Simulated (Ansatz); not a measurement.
The input, for Ansatz 0.2.0:

```yaml
crystal:
  periodic: [false, false, false]
  atoms:
    - {symbol: Ge, position_ang: [0.000000, 0.000000, 0.000000]}
    - {symbol: H, position_ang: [0.884324, 0.887199, 0.886047]}
    - {symbol: H, position_ang: [-0.887886, -0.884021, 0.885661]}
    - {symbol: H, position_ang: [-0.883825, 0.884513, -0.889224]}
    - {symbol: H, position_ang: [0.887387, -0.887691, -0.882484]}
basis:
  gaussian: {orbitals: "6-31G*"}
magnetization: {spin_polarized: true, initial_magnetization: 0}
correlation: {method: mp2, electrons: all}
```

```sh
$ ansatz run in.yaml --threads 1 --pin off --events-out ev --progress --plain --max-ram 2393MiB
```

Output:

```
438 factors; integrals over basis functions are off by at most 3.6e-4 eV
mean field evaluation 1: about -56528.0012 eV, gradient 6.3e0 eV
mean field evaluation 2: about -56528.0019 eV, gradient 6.3e0 eV
mean field evaluation 4: about -56528.3975 eV, gradient 1.1e0 eV
mean field evaluation 8: about -56528.4003 eV, gradient 4.6e-7 eV
mean field -56528.40026402 eV, -2077.3803933770 hartree, gradient 2.5e-6 eV, S^2 0.000000; 0 other end points of the search recorded, 0 dependent functions left out
reference -56528.40026402 eV, -2077.3803933770 hartree; 18, 18 occupied and 25, 25 virtual orbitals, 438 factors
second order -8.55245521 eV of doubles, -0.00000000 eV of singles
Total energy: -56536.95271924 eV, -2077.6946903090 hartree
```

Ran on 1 thread of AMD EPYC 7R43, shared host: 0.54 s wall, 0.1 GiB peak host memory.
